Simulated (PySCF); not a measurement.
Species: C3H7OP.
SMILES: `CP1(=O)CC1`

Level: PBE0/pcSseg-1 in PySCF, non-relativistic, on one gas-phase PBE0-D3(BJ)/def2-SVP geometry that isn't relaxed in the solvent. The solvent is an IEF-PCM continuum (van der Waals radii × 1.2). Specific hydrogen bonds and non-electrostatic terms are outside this model.

| run | E − E(gas) (kJ/mol) | HOMO (eV) | HOMO–LUMO gap (eV) | dipole (D) |
| --- | --- | --- | --- | --- |
| gas | 0.00 | -7.07 | 7.86 | 4.15 |
| P | -39.07 | -7.15 | 8.26 | 5.43 |
| Q | -28.32 | -7.12 | 8.17 | 5.05 |

Question: The runs were made in chloroform and dimethylsulfoxide. Which run belongs to which solvent?

Answer: P = dimethylsulfoxide, Q = chloroform. The dielectric constants are 4.711 (chloroform), 46.83 (dimethylsulfoxide), and the energy falls further as ε rises. In this model the ground state sees the solvent through ε alone.

Question: How constant is the ratio of the lowering to (ε − 1)/(2ε + 1)?

Answer: 
| solvent | (ε − 1)/(2ε + 1) | E − E(gas) (kJ/mol) | ratio (kJ/mol) | polarisation term (kJ/mol) |
| --- | --- | --- | --- | --- |
| chloroform | 0.356 | -28.32 | -79.5 | -32.35 |
| dimethylsulfoxide | 0.484 | -39.07 | -80.7 | -46.96 |

The ratio changes by +1.5 % in size from chloroform to dimethylsulfoxide. The polarisation term is half the interaction of the solute with the induced surface charges.

Time: 8.4 s wall; peak memory 0.72 GiB. Hardware: one thread of an Arm Neoverse V1, no GPU, shared host with 32 logical CPUs at a one-minute load of 9.6. This is the whole shielding run at PBE0/pcSseg-1 in dimethylsulfoxide, SCF included.
